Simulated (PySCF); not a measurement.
Atomic charges by several schemes

SiH4.
Geometry (PBE0-D3(BJ)/def2-SVP, Å), atoms numbered from 1 in this order:
```xyz
5
SiH4 angstrom
Si     0.0035    0.0011   -0.0069
H     -0.1842    1.2299   -0.8339
H     -0.7317    0.1532    1.2836
H      1.4576   -0.1961    0.2688
H     -0.5279   -1.1824   -0.7460
```

Density: PBE0/pcSseg-1 (PySCF); schemes: Mulliken, IAO, Hirshfeld and ESP-fitted. Geometry: PBE0-D3(BJ)/def2-SVP; no solvent, vibrations or thermal averaging.

Question: At which atom do the 4 schemes differ most?

Answer: At Si1: from +0.286 (Hirshfeld) to +0.417 e (IAO), 0.131 e apart.

Question: For which atoms does the sign change between the 4 schemes (beyond +0.03 e in one, beyond −0.03 e in another)?

Answer: For none.

Question: Which atoms carry the highest charge in the Mulliken, IAO, Hirshfeld and ESP-fitted schemes?

Answer: All schemes agree: Mulliken Si1 (+0.326); IAO Si1 (+0.417); Hirshfeld Si1 (+0.286); ESP-fitted Si1 (+0.296).

Question: Give the atomic charges in each scheme.

Answer: In e:

| atom | environment | Mulliken | IAO | Hirshfeld | ESP-fitted |
| --- | --- | --- | --- | --- | --- |
| Si1 | four-coordinate silicon | +0.326 | +0.417 | +0.286 | +0.296 |
| H2 | Si–H hydrogen | -0.082 | -0.104 | -0.071 | -0.074 |
| H3 | Si–H hydrogen | -0.082 | -0.104 | -0.071 | -0.074 |
| H4 | Si–H hydrogen | -0.082 | -0.104 | -0.071 | -0.074 |
| H5 | Si–H hydrogen | -0.082 | -0.104 | -0.071 | -0.074 |

Mean size of the charges over all atoms: IAO 0.167 e, Mulliken 0.131 e, ESP-fitted 0.119 e, Hirshfeld 0.114 e. Each set sums to the total charge, 0, to within 0.001 e. The IAO scheme counts the electrons in orthogonalised intrinsic atomic orbitals, a minimal basis polarised so that it spans the occupied orbitals exactly.

Question: Sum the charges by element, for elements with more than one atom.

Answer: 
```csv
element,atoms,Mulliken,IAO,Hirshfeld,ESP-fitted
H,4,-0.326,-0.417,-0.286,-0.296
```

Question: How many electrons does the Mulliken scheme count on Si1?

Answer: Z − q = 14 − (+0.326) = 13.674.
